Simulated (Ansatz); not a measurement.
Cartesian coordinates (Å):
```xyz
3

S     -0.0009     0.6241     0.0000
H      0.9715    -0.3106     0.0000
H     -0.9705    -0.3135     0.0000
```
Charge 0, multiplicity 1.

The numbers are results of frozen-core CCSD(T)/cc-pVTZ // PBE0-D3(BJ)/def2-SVP (Ansatz, a first-principles code), not measurements.

- HF energy = -398.71263 Ha
- MP2 correlation energy = -0.19084 Ha

Question: Estimate the CCSD correlation energy, the (T) correction, the total energy and the T1 diagnostic.

Answer: 
```yaml
CCSD correlation energy: -0.21482 Ha
"(T) correction": -0.00790 Ha
CCSD(T) total energy: -398.93534 Ha
T1 diagnostic: 0.009
```
